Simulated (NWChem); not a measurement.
# One shape, several levels: SiH4 (silane)

We compute a comparison of 5 runs (HF/STO-3G, HF/3-21G, B3LYP/6-31G*, CR-CCSD(T)/cc-pVTZ) of SiH4 (silane). 

The calculation is run with NWChem 7.3.0.

26 further runs of the same task are left out: 26 set aside as unsound or not needed.

## (1) The structure to begin with

SiH4: 5 atoms, total charge 0, spin state singlet. As SMILES, `[SiH4]`. The Si1–H5 distance was set to 2.672 Å, away from the relaxed value. At this shape a bond of the SMILES string is far longer than usual.

Bond lengths: Si1–H2 1.485 Å, Si1–H3 1.485 Å, Si1–H4 1.485 Å. Angles: H2–Si1–H3 109.5°, H2–Si1–H4 109.5°, H3–Si1–H4 109.5°.

## (2) The energy at HF/STO-3G (run 1)

File h4si.nw:

```
start h4si
title "H4Si"
memory total 2200 mb
geometry noautosym nocenter noautoz
   Si      -0.374786      -1.106999       0.211172
   H        0.592814      -1.795399       1.102172
   H       -1.705786      -1.062099       0.867272
   H       -0.479886      -1.847299      -1.071328
   H        0.468500       1.383800      -0.264200
end
basis spherical bse
   Si library STO-3G
   H library STO-3G
end
scf
   thresh 1e-08
   maxiter 80
   noprint "final vectors analysis"
end
task scf
```

Launch:

```sh
$ nwchem h4si.nw > h4si.out
```

Standard output:

```text
[...]
  functions       =    13
[...]
  wavefunction    = RHF
[...]
         Total SCF energy =   -287.657701267872
      One-electron energy =   -437.689002012737
      Two-electron energy =    131.174838574233
 Nuclear repulsion energy =     18.856462170632
        Time for solution =      0.1s
[...]
```

It took 0.68 s on 1 thread of AMD EPYC 9R14 (Zen 4), shared host; peak memory 0.099 GiB.

## (3) The energy at HF/3-21G (run 2)

File run.py:

```python
from ase import Atoms
from ase.calculators.nwchem import NWChem

atoms = Atoms(['Si', 'H', 'H', 'H', 'H'], positions=[
    [-0.374786, -1.106999, 0.211172],
    [0.592814, -1.795399, 1.102172],
    [-1.705786, -1.062099, 0.867272],
    [-0.479886, -1.847299, -1.071328],
    [0.468500, 1.383800, -0.264200],
])

calc = NWChem(
    label='h4si',
    theory='scf',
    memory='2200 mb',
    basis='3-21G',
    basispar='spherical bse',
    scf={'nopen': '0', 'rhf': None, 'thresh': '1e-08', 'maxiter': '80'},
    task='energy',
)
atoms.calc = calc

e = atoms.get_potential_energy()
print(f"E = {e:.6f} eV")
print("dipole (e A):", atoms.get_dipole_moment().round(4))
```

Launch:

```sh
$ export ASE_NWCHEM_COMMAND="nwchem PREFIX.nwi > PREFIX.nwo"
$ python run.py
```

Standard output:

```text
E = -7879.150435 eV
dipole (e A): [-0.1023 -0.3022  0.0576]
```

The calculator wrote h4si.nwi:

```
title "h4si"

permanent_dir h4si

scratch_dir h4si

start h4si

geometry units angstrom nocenter noautosym noautoz
  Si -3.7478600000000001e-01 -1.1069990000000001e+00 2.1117200000000000e-01
  H  5.9281399999999995e-01 -1.7953990000000000e+00 1.1021719999999999e+00
  H  -1.7057860000000000e+00 -1.0620989999999999e+00 8.6727200000000004e-01
  H  -4.7988599999999998e-01 -1.8472990000000000e+00 -1.0713280000000001e+00
  H  4.6850000000000003e-01 1.3837999999999999e+00 -2.6419999999999999e-01
end

memory 2200 mb

basis spherical bse noprint
   * library 3-21G
end

scf
  nopen 0
  rhf
  thresh 1e-08
  maxiter 80
end

task scf energy
```

h4si.nwo:

```text
Northwest Computational Chemistry Package (NWChem) 7.3.0
             --------------------------------------------------------

           Job information
           ---------------

    nwchem branch   = 7.3.0
    use scalapack   = T
    input           = h4si.nwi
    prefix          = h4si.
    data base       = h4si/h4si.db
    status          = startup
    nproc           =        1

           Memory information
           ------------------

    heap     =     72089596 doubles =      550.0 Mbytes
    stack    =     72089601 doubles =      550.0 Mbytes
    global   =    144179200 doubles =     1100.0 Mbytes (distinct from heap & stack)
    total    =    288358397 doubles =     2200.0 Mbytes
    verify   = yes
    hardfail = no

[... 121 lines left out ...]
 Convergence threshold     :          1.000E-08
[... 12 lines left out ...]
       Final RHF  results
[... 3 lines left out ...]
      One-electron energy =   -438.127889426874
[... 1 line left out ...]
 Nuclear repulsion energy =     18.856462170632
[... 27 lines left out ...]
                       ROHF Final Molecular Orbital Analysis
[... 154 lines left out ...]
  Mulliken analysis of the total density
  --------------------------------------

    Atom       Charge   Shell Charges
 -----------   ------   -------------------------------------------------------
    1 Si  14    13.42   2.00  1.97  5.87  0.69  1.43  0.63  0.82
    2 H    1     1.16   0.42  0.74
    3 H    1     1.16   0.42  0.74
    4 H    1     1.16   0.42  0.74
    5 H    1     1.09   0.25  0.85

       Multipole analysis of the density wrt the origin
       ------------------------------------------------

     L   x y z        total         open         nuclear
     -   - - -        -----         ----         -------
     0   0 0 0     -0.000000      0.000000     18.000000

     1   1 0 0     -0.193310      0.000000    -12.040128
[... 8 lines of this table left out ...]
     2   0 0 2    -13.425414      0.000000     13.601469

 Task  times  cpu:        0.1s     wall:        0.1s
 Total times  cpu:        0.2s     wall:        0.2s
```

Run time: 1.1 s. Hardware: 1 thread of AMD EPYC 9R14 (Zen 4), shared host; peak memory 0.099 GiB.

Runs 3 to 4 aren't shown in full; the table further down has their settings and results.

## (4) The energy at CR-CCSD(T)/cc-pVTZ (run 5)

File m1.nw:

```
echo
start m1
memory stack 330 mb heap 110 mb global 1760 mb

geometry noautosym nocenter noautoz
   Si   -0.374786   -1.106999    0.211172
   H     0.592814   -1.795399    1.102172
   H    -1.705786   -1.062099    0.867272
   H    -0.479886   -1.847299   -1.071328
   H     0.468500    1.383800   -0.264200
end

basis spherical bse
   Si library cc-pVTZ
   H library cc-pVTZ
end

scf
   nopen 0
   rhf
   thresh 1e-08
   maxiter 80
end

tce
   scf
   cr-ccsd(t)
   freeze core 5
   maxiter 60
   2eorb
   2emet 13
end

task tce
```

Launch:

```sh
$ nwchem m1.nw > m1.out
```

Standard output:

```text
[...]
  functions       =    90
[...]
  wavefunction    = RHF
[...]
         Total SCF energy =   -291.122443543731
      One-electron energy =   -439.888447757653
      Two-electron energy =    129.909542043290
 Nuclear repulsion energy =     18.856462170632
        Time for solution =     12.4s
[...]
         Wavefunction type : Restricted Hartree-Fock
          No. of electrons :    18
[...]
         Spin multiplicity : singlet
[...]
 CCSD total energy / hartree       =      -291.316200443845389
[...]
 CR-CCSD[T] total energy / hartree       =      -291.322447030049887
[...]
 CR-CCSD(T) total energy / hartree       =      -291.321964779925395
[...]
```

Run time: 39 s. Hardware: 1 thread of AMD EPYC 9R14 (Zen 4), shared host; peak memory 0.43 GiB.

## (5) All runs side by side

```
run                               level  iteration cap  module  energy (Eh)  dipole moment (D)  wall time
  1                           HF/STO-3G             80     scf  -287.657701               1.31     0.68 s
  2                            HF/3-21G             80     scf  -289.553440               1.56      1.1 s
  3  B3LYP/6-31G* (spherical functions)            100     dft  -291.762340               1.65      4.2 s
  4  B3LYP/6-31G* (Cartesian functions)            100     dft  -291.764043               1.65      4.2 s
  5                  CR-CCSD(T)/cc-pVTZ             80     tce  -291.321965                  –       39 s
```

## (6) What came out

| quantity | value |
| --- | --- |
| run 5: total energy | -291.32196 Eh |
| run 5: HOMO energy (Hartree–Fock orbitals) | -9.24 eV |
| run 5: LUMO energy (Hartree–Fock orbitals) | 0.34 eV |
| run 5: HOMO–LUMO gap (Hartree–Fock orbitals) | 9.58 eV |
| run 5: correlation energy (5 core orbitals frozen) | -199.5 mEh |

What this shows: Over runs 1, 2, 3, 4 the dipole moment (its size) runs from 1.31 D (HF/STO-3G) to 1.65 D (B3LYP/6-31G*). The two ends differ in method and basis. Over runs 2, 3, 4 the HOMO–LUMO gap runs from 4.18 eV (B3LYP/6-31G*) to 9.72 eV (HF/3-21G). In run 1 the basis is minimal, so the values are rough. In runs 1, 2, 3, 4, 5 a closed-shell determinant meets a far-stretched bond, which it describes badly. All runs together took 49 s, the longest 39 s.
